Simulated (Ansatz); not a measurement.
Reaction (SMILES): C(C)CC=O -> [CH2]CC + [CH]=O (CHO) (the C-C bond breaks)

Property: bond dissociation energy (enthalpy at 298 K), in kcal/mol. Conventions: no spin-orbit coupling; 6-311+G** with 5d; frozen cores in correlated levels; non-relativistic; open shells spin-unrestricted; LANL2DZ all-electron up to Ne; 6-31G* and kin with 6d, 5d where marked; dispersion terms only where a functional's name holds one. CBS marks a two-point X^-3 extrapolation of the correlation energy; Hartree-Fock from the larger set. [CCSD(T)-MP2]/basis is that difference in the basis named. Ab initio and DFT rows: single points at B3LYP-D3(BJ) geometries (Ansatz, a program for electronic structure), with unscaled harmonic terms from B3LYP/6-31G* (Ansatz) at its own minima.

Coupled cluster (Ansatz) is a level with limits of its own, used here on species with T1 under 0.025 (0.045 for open shells) and stable references: RI-MP2/CBS(cc-pVTZ,cc-pVQZ)+[CCSD(T)-MP2]/cc-pVTZ.

Value to compare with, RI-MP2/CBS(cc-pVTZ,cc-pVQZ)+[CCSD(T)-MP2]/cc-pVTZ (Ansatz): 84.9 kcal/mol.

| level | program | bond dissociation energy (enthalpy at 298 K) (kcal/mol) | difference |
|---|---|---|---|
| B3LYP/STO-3G | Ansatz | 92.7 | 7.8 |
| B3LYP/3-21G | Ansatz | 84.0 | -0.9 |
| B3LYP/LANL2DZ | Ansatz | 81.1 | -3.8 |
| B3LYP/6-31G | Ansatz | 82.4 | -2.5 |
| B3LYP/6-31G* | Ansatz | 80.8 | -4.1 |
| B3LYP/6-31+G* | Ansatz | 78.4 | -6.5 |
| B3LYP/6-31G** | Ansatz | 80.5 | -4.4 |
| B3LYP/def2-SVP | Ansatz | 80.3 | -4.6 |
| B3LYP/cc-pVDZ | Ansatz | 79.1 | -5.8 |
| B3LYP/6-311+G** | Ansatz | 76.8 | -8.1 |
| B3LYP/def2-TZVPD | Ansatz | 76.6 | -8.3 |

1 of the 10 habitual levels lie above RI-MP2/CBS(cc-pVTZ,cc-pVQZ)+[CCSD(T)-MP2]/cc-pVTZ (Ansatz); their mean absolute difference is 4.8 kcal/mol, the median 4.5.

The sets are all those run for this method; left out are runs that failed, that the program found above a lower state of the same kind, or whose <S^2> lies over 0.5 above the pure value.
